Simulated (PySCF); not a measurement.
# Vertical excitation energies

Species: isothiofulminic acid, CHNS.
Atom-mapped SMILES: `[C-:1]#[N+:2][SH:3]` (hydrogens: H4 on S3)

The calculation used PySCF 2.14.0, density-fitted response routines, TDDFT wB97X-D/def2-SVPD, vertical, gas phase, core orbitals frozen in the response. Isolated species at its GFN2-xTB geometry, gas phase.

```
state  E (eV)  λ (nm)  ν̃ (cm⁻¹)       f  symmetry   main configurations (H = HOMO, L = LUMO)
   S1    5.14   241.2      41460  0.0003         –                                  H→L (97%)
   S2    6.25   198.4      50400  0.0036        A″                                H→L+1 (87%)
   S3    6.92   179.2      55790   0.019        A″                    H→L+2 (84%), H→L+1 (8%)
   S4    7.25   171.1      58430   0.043        A′      H→L+3 (60%), H-1→L (19%), H-2→L (12%)
   S5    7.53   164.7      60720   0.069        A′    H-1→L (54%), H-1→L+2 (14%), H→L+3 (11%)
   S6    8.09   153.4      65210   0.095        A′                    H-2→L (70%), H→L+3 (9%)
   S7    8.18   151.6      65980   0.077        A′  H-1→L+1 (46%), H-1→L (18%), H-1→L+2 (16%)
   S8    8.28   149.7      66810   0.076        A″                              H-1→L+3 (89%)
```

Triplets, Tamm–Dancoff:

```
state  E (eV)  λ (nm)   main configurations (H = HOMO, L = LUMO)
   T1    4.58   270.7                                  H→L (90%)
   T2    5.56   223.0  H-1→L+2 (44%), H-1→L (28%), H-1→L+1 (14%)
   T3    5.72   216.8                                H→L+1 (80%)
```

The lowest singlet comes at 241 nm (496 kJ/mol) in the ultraviolet; it is dark (f under 0.0005); its leading configuration is HOMO→LUMO (97%). The most intense listed level is S6 at 8.09 eV (153 nm, f = 0.095), 2.94 eV above S1. Löwdin shares by element: HOMO sulfur 62%, nitrogen 22%, carbon 11%, hydrogen 5%; LUMO sulfur 63%, nitrogen 15%, hydrogen 13%, carbon 8%. The listed states span 3.14 eV, and the widest gap between neighbours is 1.11 eV (S1 to S2). Orbital energies (eV): HOMO-3 -14.14, HOMO-2 -12.24, HOMO-1 -11.07, HOMO -9.90, LUMO 0.73, LUMO+1 1.22, LUMO+2 2.07. Weighted by f, the mean energy of these states is 7.87 eV. No computed singlet lies in the visible range (380 to 750 nm); the lowest, at 241 nm, stands 1.88 eV above its violet end (3.26 eV). Symmetry labels in Cs follow from the direction of the transition dipole and are given only for states with f of 0.002 or more. The window holds the lowest 8 singlets.
